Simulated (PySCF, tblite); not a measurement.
# 2,2,2-trifluoroethylamine (C2H4F3N): a rotation path, then NMR shifts and spin-spin couplings on frames, part 2 of 3

tblite 0.8.0 and PySCF 2.14.0. Atoms count from 0. Earlier steps stand in the parts before.

### Step 6. J couplings: image 2, B3LYP/pcJ-1

What the job is given:

```
{"job": {"kind": "j", "xc": "B3LYP", "basis": "pcJ-1"}, "charge": 0, "multiplicity": 1}
N     -1.376800     0.010800     0.232600
C     -0.082700     0.598700    -0.025600
C      0.984600    -0.494500     0.049100
F      1.152700    -1.106700    -1.136500
F      2.184600     0.000400     0.391100
F      0.699400    -1.452600     0.930600
H     -2.103400     0.714800     0.256500
H     -1.613300    -0.685900    -0.463300
H      0.025600     1.086700    -1.010900
H      0.138200     1.333000     0.753900
```

With the program's defaults for keys left out, this is: B3LYP/pcJ-1 indirect spin-spin coupling, non-relativistic, gas phase.

Output:

```text
coarse grid: 8976 points
cycle   1  E = -432.7149362648  dE =  8.146e-01  |g| = 9.541e-01  |ddm| = 2.489e+00
cycle   2  E = -432.5325101767  dE =  1.824e-01  |g| = 1.489e+00  |ddm| = 1.155e+00
cycle   3  E = -432.8621447964  dE = -3.296e-01  |g| = 6.294e-02  |ddm| = 6.961e-01
cycle   4  E = -432.8625768068  dE = -4.320e-04  |g| = 4.309e-02  |ddm| = 6.768e-02
cycle   5  E = -432.8629460867  dE = -3.693e-04  |g| = 7.110e-03  |ddm| = 2.997e-02
cycle   6  E = -432.8629545993  dE = -8.513e-06  |g| = 2.215e-03  |ddm| = 5.333e-03
final grid: 89712 points
cycle   7  E = -432.9127772826  dE = -1.537e-04  |g| = 7.846e-03  |ddm| = 1.518e-02
cycle   8  E = -432.9127664611  dE =  1.082e-05  |g| = 1.120e-02  |ddm| = 1.043e-02
cycle   9  E = -432.9127872759  dE = -2.081e-05  |g| = 3.449e-04  |ddm| = 6.153e-03
cycle  10  E = -432.9127872797  dE = -3.812e-09  |g| = 2.866e-04  |ddm| = 3.063e-04
cycle  11  E = -432.9127872935  dE = -1.381e-08  |g| = 4.079e-05  |ddm| = 1.617e-04
cycle  12  E = -432.9127872937  dE = -2.248e-10  |g| = 1.272e-05  |ddm| = 2.567e-05
converged SCF energy = -432.9127872937

Indirect spin-spin couplings (Hz)
  i      j    bonds     total        FC       PSO       DSO        SD
  0 N    1 C    1     -5.982    -5.241     0.043    -0.090    -0.694
  0 N    2 C    2     -3.092    -3.226     0.145    -0.040     0.030
  0 N    3 F    3      0.464     0.362    -0.059     0.037     0.123
  0 N    4 F    3     -4.001    -4.178     0.233     0.139    -0.194
  0 N    5 F    3     -8.495    -9.260     0.983    -0.071    -0.147
  0 N    6 H    1    -72.009   -68.727    -2.768    -0.269    -0.246
  0 N    7 H    1    -69.486   -66.285    -2.684    -0.301    -0.215
  0 N    8 H    2     -0.264    -0.206    -0.216     0.118     0.040
  0 N    9 H    2     -2.318    -2.216    -0.184     0.060     0.022
  1 C    2 C    1     67.208    68.214    -1.422     0.416         -
  1 C    3 F    2     35.044    36.858    -3.139     0.048     1.277
  1 C    4 F    2     38.522    41.776    -3.935     0.049     0.632
  1 C    5 F    2     24.852    25.881    -2.484     0.015     1.440
  1 C    6 H    2     -0.646    -0.699     0.396    -0.342         -
  1 C    7 H    2     -2.457    -2.497     0.334    -0.295         -
  1 C    8 H    1    141.570   140.229     0.256     1.086         -
  1 C    9 H    1    145.203   143.904     0.217     1.082         -
  2 C    3 F    1   -340.022  -317.372   -33.780     1.403     9.728
  2 C    4 F    1   -342.721  -319.359   -34.379     1.390     9.628
  2 C    5 F    1   -353.514  -322.691   -40.354     1.420     8.111
  2 C    6 H    3     14.845    14.804     0.429    -0.388         -
  2 C    7 H    3      1.180     1.209    -0.310     0.281         -
  2 C    8 H    2     -2.929    -2.956    -0.356     0.384         -
  2 C    9 H    2     -6.998    -7.035    -0.332     0.370         -
  3 F    4 F    2     77.673    53.842   -26.654    -0.384    50.870
  3 F    5 F    2     48.731    46.462   -45.283    -0.347    47.898
  3 F    7 H    4      0.302     0.241    -0.553     0.805    -0.191
  3 F    8 H    3      8.492     8.806    -0.117     0.611    -0.808
  3 F    9 H    3     24.966    25.514     1.495    -1.987    -0.057
  4 F    5 F    2     68.028    49.100   -30.648    -0.393    49.968
  4 F    6 H    4      4.740     4.590     1.667    -1.649     0.132
  4 F    7 H    4     -0.666    -0.155     1.114    -1.677     0.052
  4 F    8 H    3     -1.334    -1.481     0.844    -0.452    -0.244
  4 F    9 H    3      7.627     8.314    -0.423     0.608    -0.871
  5 F    6 H    4      1.331     1.780     1.440    -1.709    -0.181
  5 F    7 H    4     -0.265    -0.150    -0.199     0.287    -0.203
  5 F    8 H    3     11.086    11.342     1.720    -2.062     0.085
  5 F    9 H    3     -1.851    -2.628     1.401    -0.637     0.014
  6 H    7 H    2     -7.867    -8.555     5.200    -4.512         -
  6 H    8 H    3      1.420     1.571     0.809    -0.960         -
  6 H    9 H    3      3.536     3.636     0.431    -0.532         -
  7 H    8 H    3      2.889     3.022     0.530    -0.663         -
  7 H    9 H    3     18.077    18.140     3.482    -3.545         -
  8 H    9 H    2    -12.217   -12.382     1.938    -1.772         -
```

Wall time 22 s (1 thread of Intel Xeon Platinum 8488C, shared host); peak memory 0.83 GiB.

Key values: J(C2,F3) -345.4 Hz, J(C1,H8) 143.4 Hz, J(N0,H6) -70.7 Hz (means over like pairs).

### Step 7. NMR shieldings: image 4, PBE0/pcSseg-1

What the job is given:

```
{"job": {"kind": "nmr", "xc": "PBE0", "basis": "pcSseg-1", "pop": false}, "charge": 0, "multiplicity": 1}
N     -1.352000     0.072000     0.372400
C     -0.091700     0.584000    -0.115200
C      0.993100    -0.496700     0.026500
F      1.496700    -0.858100    -1.168200
F      2.037000    -0.080400     0.757500
F      0.552000    -1.619800     0.594900
H     -2.070500     0.784600     0.352100
H     -1.662000    -0.723900    -0.171700
H     -0.097200     0.904800    -1.172000
H      0.203500     1.438300     0.501100
```

With the program's defaults for keys left out, this is: GIAO PBE0/pcSseg-1 NMR shielding, non-relativistic, gas phase.

Output:

```text
coarse grid: 8976 points
cycle   1  E = -432.2446471729  dE =  8.562e-01  |g| = 8.923e-01  |ddm| = 2.639e+00
cycle   2  E = -432.1189136346  dE =  1.257e-01  |g| = 1.301e+00  |ddm| = 1.056e+00
cycle   3  E = -432.3793027766  dE = -2.604e-01  |g| = 5.254e-02  |ddm| = 6.218e-01
cycle   4  E = -432.3796646083  dE = -3.618e-04  |g| = 3.098e-02  |ddm| = 5.511e-02
cycle   5  E = -432.3798592934  dE = -1.947e-04  |g| = 5.761e-03  |ddm| = 2.346e-02
cycle   6  E = -432.3798655429  dE = -6.249e-06  |g| = 1.500e-03  |ddm| = 4.473e-03
final grid: 89712 points
cycle   7  E = -432.4309241282  dE = -3.367e-05  |g| = 7.979e-03  |ddm| = 1.775e-02
cycle   8  E = -432.4309154155  dE =  8.713e-06  |g| = 1.075e-02  |ddm| = 1.163e-02
cycle   9  E = -432.4309369338  dE = -2.152e-05  |g| = 5.646e-04  |ddm| = 6.363e-03
cycle  10  E = -432.4309369799  dE = -4.611e-08  |g| = 1.976e-04  |ddm| = 4.411e-04
cycle  11  E = -432.4309369852  dE = -5.317e-09  |g| = 5.799e-05  |ddm| = 1.199e-04
cycle  12  E = -432.4309369858  dE = -5.707e-10  |g| = 1.459e-05  |ddm| = 3.984e-05
converged SCF energy = -432.4309369858

GIAO shielding tensors (ppm)
atom      isotropic    diamagn.    paramagn.     s11        s22        s33       span
  0 N      243.316     313.241     -69.925    202.913    242.709    284.326     81.413
  1 C      133.115     246.765    -113.650    117.925    128.762    152.658     34.733
  2 C       52.154     239.144    -186.990     50.562     52.800     53.101      2.539
  3 F      241.044     472.938    -231.894    170.112    212.179    340.841    170.729
  4 F      243.497     471.913    -228.416    173.985    216.154    340.351    166.366
  5 F      262.048     473.069    -211.021    177.013    279.697    329.435    152.423
  6 H       31.085      29.758       1.327     23.378     27.555     42.322     18.944
  7 H       31.228      30.988       0.240     23.581     30.034     40.069     16.488
  8 H       27.772      29.233      -1.461     22.998     27.766     32.552      9.554
  9 H       28.076      28.805      -0.729     24.234     27.977     32.016      7.782
```

It took 6.3 s on 1 thread of Intel Xeon Platinum 8488C, shared host; peak memory 0.58 GiB.

Key values: δ C2 134.8, C1 53.8, N0 24.4, F3 -70.1, H8 3.95, H9 3.64 ppm.

### Step 8. J couplings: image 4, B3LYP/pcJ-1

Same as in step 7 but for these lines:

```diff
@@ -1,2 +1,2 @@
-{"job": {"kind": "nmr", "xc": "PBE0", "basis": "pcSseg-1", "pop": false}, "charge": 0, "multiplicity": 1}
+{"job": {"kind": "j", "xc": "B3LYP", "basis": "pcJ-1"}, "charge": 0, "multiplicity": 1}
 N     -1.352000     0.072000     0.372400
```

Level: B3LYP/pcJ-1 indirect spin-spin coupling, non-relativistic, gas phase.

Output:

```text
coarse grid: 8976 points
cycle   1  E = -432.7104404955  dE =  8.126e-01  |g| = 9.573e-01  |ddm| = 2.495e+00
cycle   2  E = -432.5240404593  dE =  1.864e-01  |g| = 1.500e+00  |ddm| = 1.185e+00
cycle   3  E = -432.8589216111  dE = -3.349e-01  |g| = 6.181e-02  |ddm| = 7.129e-01
cycle   4  E = -432.8593378772  dE = -4.163e-04  |g| = 4.264e-02  |ddm| = 6.876e-02
cycle   5  E = -432.8597062522  dE = -3.684e-04  |g| = 7.014e-03  |ddm| = 3.033e-02
cycle   6  E = -432.8597147358  dE = -8.484e-06  |g| = 2.186e-03  |ddm| = 5.401e-03
final grid: 89712 points
cycle   7  E = -432.9098775852  dE = -1.521e-04  |g| = 8.107e-03  |ddm| = 1.462e-02
cycle   8  E = -432.9098656944  dE =  1.189e-05  |g| = 1.164e-02  |ddm| = 1.105e-02
cycle   9  E = -432.9098884129  dE = -2.272e-05  |g| = 3.152e-04  |ddm| = 6.509e-03
cycle  10  E = -432.9098884154  dE = -2.470e-09  |g| = 2.695e-04  |ddm| = 2.801e-04
cycle  11  E = -432.9098884272  dE = -1.188e-08  |g| = 3.951e-05  |ddm| = 1.527e-04
cycle  12  E = -432.9098884275  dE = -2.171e-10  |g| = 1.175e-05  |ddm| = 2.483e-05
converged SCF energy = -432.9098884275

Indirect spin-spin couplings (Hz)
  i      j    bonds     total        FC       PSO       DSO        SD
  0 N    1 C    1     -5.952    -5.182     0.029    -0.089    -0.709
  0 N    2 C    2     -3.245    -3.367     0.139    -0.038     0.021
  0 N    3 F    3      0.066    -0.088    -0.128     0.097     0.186
  0 N    4 F    3     -3.020    -3.307     0.164     0.100     0.024
  0 N    5 F    3    -12.883   -13.396     0.820    -0.085    -0.222
  0 N    6 H    1    -71.333   -68.048    -2.775    -0.268    -0.242
  0 N    7 H    1    -70.040   -66.897    -2.625    -0.304    -0.213
  0 N    8 H    2     -0.518    -0.475    -0.206     0.117     0.046
  0 N    9 H    2     -2.254    -2.156    -0.181     0.059     0.024
  1 C    2 C    1     67.463    68.329    -1.279     0.413         -
  1 C    3 F    2     38.866    41.059    -3.406     0.049     1.164
  1 C    4 F    2     38.188    40.239    -3.198     0.042     1.105
  1 C    5 F    2     24.032    24.531    -2.094     0.010     1.585
  1 C    6 H    2     -0.228    -0.297     0.415    -0.345         -
  1 C    7 H    2     -2.707    -2.759     0.345    -0.293         -
  1 C    8 H    1    141.572   140.256     0.239     1.077         -
  1 C    9 H    1    145.250   143.984     0.195     1.072         -
  2 C    3 F    1   -337.054  -313.685   -34.499     1.390     9.739
  2 C    4 F    1   -348.639  -323.452   -35.796     1.387     9.222
  2 C    5 F    1   -350.600  -320.053   -40.173     1.420     8.206
  2 C    6 H    3     14.995    14.958     0.421    -0.384         -
  2 C    7 H    3      0.977     1.031    -0.296     0.242         -
  2 C    8 H    2     -2.160    -2.185    -0.344     0.370         -
  2 C    9 H    2     -7.013    -7.060    -0.313     0.360         -
  3 F    4 F    2     67.022    56.737   -38.613    -0.385    49.283
  3 F    5 F    2     59.094    49.578   -39.328    -0.337    49.182
  3 F    6 H    4      2.816     2.522     1.899    -1.633     0.028
  3 F    7 H    4      0.312     0.199     0.443    -0.150    -0.180
  3 F    8 H    3     13.220    14.457    -1.071     0.918    -1.084
  3 F    9 H    3     14.025    14.328     1.301    -1.508    -0.095
  4 F    5 F    2     73.038    57.523   -33.427    -0.365    49.307
  4 F    6 H    4      3.062     2.939     1.658    -1.560     0.024
  4 F    8 H    3     10.894    10.873     1.332    -1.232    -0.078
  4 F    9 H    3     14.470    15.620    -0.968     0.879    -1.061
  5 F    6 H    4      4.733     5.070     1.715    -1.827    -0.225
  5 F    7 H    4      0.941     1.263    -1.241     1.171    -0.251
  5 F    8 H    3      2.966     2.661     1.835    -1.642     0.111
  5 F    9 H    3      3.280     2.907     1.704    -1.422     0.091
  6 H    7 H    2     -7.838    -8.522     5.168    -4.483         -
  6 H    8 H    3      1.377     1.528     0.780    -0.931         -
  6 H    9 H    3      3.360     3.458     0.406    -0.504         -
  7 H    8 H    3      3.304     3.437     0.507    -0.640         -
  7 H    9 H    3     18.038    18.101     3.475    -3.538         -
  8 H    9 H    2    -12.885   -13.040     1.900    -1.745         -
```

It took 22 s on 1 thread of Intel Xeon Platinum 8488C, shared host; peak memory 0.84 GiB.

In short: J(C2,F3) -345.4 Hz, J(C1,H8) 143.4 Hz, J(N0,H6) -70.7 Hz (means over like pairs).

### Step 9. NMR shieldings: image 6, PBE0/pcSseg-1

What the job is given:

```
{"job": {"kind": "nmr", "xc": "PBE0", "basis": "pcSseg-1", "pop": false}, "charge": 0, "multiplicity": 1}
N     -1.300400     0.149700     0.501400
C     -0.105200     0.557200    -0.202500
C      0.990000    -0.494900     0.004200
F      1.799000    -0.584400    -1.066500
F      1.779400    -0.223500     1.048900
F      0.500200    -1.724100     0.199400
H     -2.021900     0.856800     0.435300
H     -1.661400    -0.719600     0.126000
H     -0.228600     0.690000    -1.291600
H      0.257800     1.497500     0.222800
```

Level: GIAO PBE0/pcSseg-1 NMR shielding, non-relativistic, gas phase.

Output:

```text
coarse grid: 8976 points
cycle   1  E = -432.2494354080  dE =  8.564e-01  |g| = 8.864e-01  |ddm| = 2.636e+00
cycle   2  E = -432.1276333480  dE =  1.218e-01  |g| = 1.287e+00  |ddm| = 1.032e+00
cycle   3  E = -432.3821015243  dE = -2.545e-01  |g| = 5.250e-02  |ddm| = 6.068e-01
cycle   4  E = -432.3824612840  dE = -3.598e-04  |g| = 3.088e-02  |ddm| = 5.496e-02
cycle   5  E = -432.3826540328  dE = -1.927e-04  |g| = 5.738e-03  |ddm| = 2.329e-02
cycle   6  E = -432.3826602173  dE = -6.184e-06  |g| = 1.516e-03  |ddm| = 4.403e-03
final grid: 89712 points
cycle   7  E = -432.4344535996  dE = -3.767e-05  |g| = 7.806e-03  |ddm| = 1.703e-02
cycle   8  E = -432.4344452488  dE =  8.351e-06  |g| = 1.058e-02  |ddm| = 1.126e-02
cycle   9  E = -432.4344657561  dE = -2.051e-05  |g| = 5.662e-04  |ddm| = 6.170e-03
cycle  10  E = -432.4344658028  dE = -4.677e-08  |g| = 2.127e-04  |ddm| = 4.601e-04
cycle  11  E = -432.4344658093  dE = -6.418e-09  |g| = 6.026e-05  |ddm| = 1.339e-04
cycle  12  E = -432.4344658098  dE = -5.890e-10  |g| = 1.618e-05  |ddm| = 4.124e-05
converged SCF energy = -432.4344658098

GIAO shielding tensors (ppm)
atom      isotropic    diamagn.    paramagn.     s11        s22        s33       span
  0 N      243.930     313.580     -69.651    201.726    245.623    284.440     82.715
  1 C      134.171     246.657    -112.486    117.061    133.683    151.770     34.710
  2 C       52.635     239.263    -186.628     49.789     53.516     54.600      4.811
  3 F      247.697     472.245    -224.548    166.551    233.985    342.554    176.003
  4 F      250.296     472.253    -221.957    172.393    233.592    344.901    172.508
  5 F      267.823     473.615    -205.792    178.824    282.797    341.849    163.024
  6 H       31.075      29.792       1.283     23.303     27.642     42.279     18.976
  7 H       30.988      31.034      -0.047     23.036     30.218     39.709     16.673
  8 H       27.908      29.357      -1.448     22.594     28.043     33.089     10.495
  9 H       28.097      28.679      -0.582     24.748     27.608     31.937      7.189
```

Run time: 6.2 s. Hardware: 1 thread of Intel Xeon Platinum 8488C, shared host; peak memory 0.58 GiB.

This run: δ C2 134.3, C1 52.8, N0 23.8, F3 -76.8, H8 3.81, H9 3.62 ppm.

### Step 10. J couplings: image 6, B3LYP/pcJ-1

Same as in step 9 but for these lines:

```diff
@@ -1,2 +1,2 @@
-{"job": {"kind": "nmr", "xc": "PBE0", "basis": "pcSseg-1", "pop": false}, "charge": 0, "multiplicity": 1}
+{"job": {"kind": "j", "xc": "B3LYP", "basis": "pcJ-1"}, "charge": 0, "multiplicity": 1}
 N     -1.300400     0.149700     0.501400
```

With the program's defaults for keys left out, this is: B3LYP/pcJ-1 indirect spin-spin coupling, non-relativistic, gas phase.

Output:

```text
coarse grid: 8976 points
cycle   1  E = -432.7154702270  dE =  8.121e-01  |g| = 9.511e-01  |ddm| = 2.491e+00
cycle   2  E = -432.5344781373  dE =  1.810e-01  |g| = 1.484e+00  |ddm| = 1.151e+00
cycle   3  E = -432.8617771323  dE = -3.273e-01  |g| = 6.166e-02  |ddm| = 6.905e-01
cycle   4  E = -432.8621883499  dE = -4.112e-04  |g| = 4.257e-02  |ddm| = 6.859e-02
cycle   5  E = -432.8625537288  dE = -3.654e-04  |g| = 6.958e-03  |ddm| = 3.012e-02
cycle   6  E = -432.8625620360  dE = -8.307e-06  |g| = 2.201e-03  |ddm| = 5.263e-03
final grid: 89712 points
cycle   7  E = -432.9134718641  dE = -1.553e-04  |g| = 7.964e-03  |ddm| = 1.429e-02
cycle   8  E = -432.9134605793  dE =  1.128e-05  |g| = 1.148e-02  |ddm| = 1.051e-02
cycle   9  E = -432.9134820162  dE = -2.144e-05  |g| = 3.451e-04  |ddm| = 6.231e-03
cycle  10  E = -432.9134820203  dE = -4.070e-09  |g| = 2.848e-04  |ddm| = 3.075e-04
cycle  11  E = -432.9134820333  dE = -1.308e-08  |g| = 4.690e-05  |ddm| = 1.652e-04
cycle  12  E = -432.9134820336  dE = -2.981e-10  |g| = 1.246e-05  |ddm| = 2.817e-05
converged SCF energy = -432.9134820336

Indirect spin-spin couplings (Hz)
  i      j    bonds     total        FC       PSO       DSO        SD
  0 N    1 C    1     -5.506    -4.717     0.019    -0.089    -0.718
  0 N    2 C    2     -2.982    -3.087     0.125    -0.040     0.019
  0 N    3 F    3     -0.179    -0.474     0.128     0.137     0.030
  0 N    4 F    3      0.470     0.162     0.093     0.040     0.175
  0 N    5 F    3     -6.693    -7.106     0.615    -0.067    -0.135
  0 N    6 H    1    -71.519   -68.226    -2.794    -0.267    -0.233
  0 N    7 H    1    -70.224   -67.155    -2.569    -0.305    -0.196
  0 N    8 H    2     -0.425    -0.386    -0.202     0.118     0.045
  0 N    9 H    2     -2.110    -1.994    -0.196     0.060     0.021
  1 C    2 C    1     67.584    68.505    -1.336     0.415         -
  1 C    3 F    2     39.209    42.375    -3.931     0.052     0.713
  1 C    4 F    2     34.085    35.715    -3.013     0.034     1.349
  1 C    5 F    2     25.035    25.788    -2.231     0.021     1.458
  1 C    6 H    2     -0.524    -0.589     0.404    -0.339         -
  1 C    7 H    2     -2.856    -2.931     0.352    -0.277         -
  1 C    8 H    1    140.546   139.208     0.255     1.083         -
  1 C    9 H    1    145.719   144.445     0.197     1.077         -
  2 C    3 F    1   -335.918  -312.698   -34.412     1.389     9.803
  2 C    4 F    1   -353.485  -326.504   -37.169     1.397     8.791
  2 C    5 F    1   -346.307  -319.111   -37.374     1.422     8.757
  2 C    6 H    3     14.705    14.665     0.424    -0.384         -
  2 C    7 H    3      0.992     1.056    -0.283     0.218         -
  2 C    8 H    2     -2.200    -2.222    -0.351     0.373         -
  2 C    9 H    2     -7.238    -7.285    -0.325     0.372         -
  3 F    4 F    2     64.094    51.767   -36.497    -0.401    49.225
  3 F    5 F    2     75.297    53.816   -28.983    -0.341    50.806
  3 F    6 H    4      4.295     4.001     1.803    -1.673     0.164
  3 F    7 H    4     -0.768    -0.485     0.900    -0.987    -0.197
  3 F    8 H    3      8.287     9.347    -0.880     0.807    -0.987
  3 F    9 H    3     -0.265    -0.306     0.959    -0.781    -0.136
  4 F    5 F    2     70.337    56.535   -34.401    -0.355    48.558
  4 F    6 H    4      0.824     0.863     1.609    -1.511    -0.138
  4 F    8 H    3     24.208    24.585     1.550    -1.836    -0.090
  4 F    9 H    3     11.419    12.067    -0.486     0.726    -0.888
  5 F    6 H    4      3.272     3.469     1.784    -1.812    -0.170
  5 F    7 H    4      0.417     0.796    -1.820     1.715    -0.275
  5 F    8 H    3     -1.310    -2.145     1.680    -0.902     0.057
  5 F    9 H    3     12.280    12.520     1.688    -1.964     0.036
  6 H    7 H    2     -8.148    -8.808     5.085    -4.425         -
  6 H    8 H    3      1.510     1.669     0.768    -0.927         -
  6 H    9 H    3      3.348     3.438     0.433    -0.524         -
  7 H    8 H    3      3.102     3.231     0.454    -0.584         -
  7 H    9 H    3     17.184    17.246     3.458    -3.520         -
  8 H    9 H    2    -12.535   -12.695     1.921    -1.761         -
```

It took 21 s on 1 thread of Intel Xeon Platinum 8488C, shared host; peak memory 0.82 GiB.

Key values: J(C2,F3) -345.2 Hz, J(C1,H8) 143.1 Hz, J(N0,H6) -70.9 Hz (means over like pairs).

[end of part 2 of 3]
